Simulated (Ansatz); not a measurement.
Structure relaxation of PbW

Computed with DFT PBE, scalar-relativistic, plane waves, PAW (Ansatz 0.2.0). Cutoff 420 eV, Γ-centred k mesh, Gaussian smearing, no spin polarisation in the final step.

PbW was placed on the rock salt structure type (Fm-3m, No. 225), with Pb in place of Na, W in place of Cl, at a guessed volume.

```xyz
2
Lattice="0.0000 2.8763 2.8763 2.8763 0.0000 2.8763 2.8763 2.8763 0.0000" Properties=species:S:1:pos:R:3 pbc="T T T"
Pb    0.0000    0.0000    0.0000
W     2.8763    2.8763    2.8763
```

Cell and atoms relax at zero pressure; the relaxation can't lower the symmetry of the start. After a coarse first stage the cell is made exact in the group found at 0.06 Å.

Energies over the elements count from the elements' standard structures at the same level, with no empirical corrections.

Problem. Which crystal results?

Solution. It keeps Fm-3m (No. 225). The result has the rock salt structure. Conventional cell: a = 5.674 Å. Pb has 6 W at 2.84 Å; around W lie 6 Pb at 2.84 Å.

Space group Fm-3m (No. 225). a = 5.674 Å, b = 5.674 Å, c = 5.674 Å, α = 90.00°, β = 90.00°, γ = 90.00°
```tsv
atom	site	symmetry	x	y	z
Pb	4a	m-3m	0.0000	0.0000	0.0000
W	4b	m-3m	0.5000	0.0000	0.0000
```

Problem. What are its volume, energy, density and gap?

Solution. The volume per atom is 22.83 Å³. The density is 14.22 g/cm³ and the energy over the elements is 1.95 eV/atom. The gap on the 16×16×16 mesh is 0 eV (a metal).

The final run used a 16×16×16 mesh on its 2-atom cell and 0.10 eV smearing. For metals, differences of a few meV/atom aren't resolved. Spin–orbit coupling is left out. Symmetry constrained the relaxation, so the result can be a saddle point. The steps took of the order of 17 core-seconds in all.

Cost: 3 runs of about 0.28 core-minutes in all, on Intel Xeon 6975P-C (Granite Rapids) (shared hosts).